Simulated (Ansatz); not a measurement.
Geometry optimisation, RKS PBE0-D4/6-31G* (Ansatz 0.2.0).

input.yaml

```yaml
crystal:
  periodic: [false, false, false]
  atoms:
    - { symbol: C, position_ang: [1.064, 0.3391, 0.6823] }
    - { symbol: "N", position_ang: [0.0754, -0.6214, 0.1709] }
    - { symbol: C, position_ang: [-0.8628, -0.1172, -0.5958] }
    - { symbol: O, position_ang: [-1.6702, -0.9422, -1.0989] }
    - { symbol: F, position_ang: [-0.8893, 1.1762, -0.8825] }
    - { symbol: H, position_ang: [1.5503, 0.8909, -0.1509] }
    - { symbol: H, position_ang: [1.7875, -0.1057, 1.3073] }
    - { symbol: H, position_ang: [0.5459, 1.1543, 1.2757] }
    - { symbol: H, position_ang: [-1.5123, -1.8203, -0.7252] }
basis:
  gaussian: { orbitals: "6-31G*" }
hamiltonian:
  xc: pbe0
  dispersion: d4
relax:
  f_tol: 0.015
  max_steps: 40
```

Launched with:

```bash
$ ansatz run input.yaml --threads 1 --pin off --max-ram 2048MiB --backend cpu --events-out ev --progress --plain --runs-dir out
```

Question: Where does it end, and by what steps?

Answer: It converged. The force dipped under the threshold on the way, but the program's further checks kept it going. After 25 steps the energy has fallen by 0.654 eV; F5 moved furthest, 0.76 Å.

```
step  energy less start (eV)  largest force component (eV/Å)  accepted
   0                  0.0000                           6.362       yes
   1                 -0.4563                           2.817       yes
   2                 -0.5685                           1.477       yes
   3                 -0.6218                           0.169       yes
   4                 -0.6236                           0.107       yes
   5                 -0.6250                           0.028       yes
   6                 -0.6251                           0.004       yes
   7                 -0.6159                           0.388        no
   8                 -0.6251                           0.024       yes
   9                 -0.6253                           0.044       yes
  10                 -0.6255                           0.071       yes
  11                 -0.6260                           0.094       yes
  12                 -0.6269                           0.121       yes
  13                 -0.6133                           0.497        no
  14                 -0.6318                           0.141       yes
  15                 -0.6358                           0.189       yes
  16                 -0.6373                           0.242       yes
  17                 -0.6216                           1.661        no
  18                 -0.6333                           0.619        no
  19                 -0.6451                           0.090       yes
  20                 -0.6507                           0.022       yes
  21                 -0.6490                           0.262        no
  22                 -0.6529                           0.073       yes
  23                 -0.6533                           0.132       yes
  24                 -0.6539                           0.072       yes
  25                 -0.6544                           0.009       yes
```

```xyz
9
Properties=species:S:1:pos:R:3
C 1.007 0.439 0.768
N -0.047 -0.455 0.350
C -0.714 -0.203 -0.678
O -1.705 -0.959 -1.149
F -0.565 0.848 -1.481
H 1.158 1.297 0.101
H 1.947 -0.120 0.835
H 0.783 0.814 1.773
H -1.775 -1.707 -0.536
```

Whether the end is a true minimum wasn't checked by a vibrational analysis.

Run time: 3.4 min on 1 thread of Intel(R) Xeon(R) Processor @ 2.50GHz (Skylake/Cascade Lake), on a shared host, peak memory 0.17 GiB.
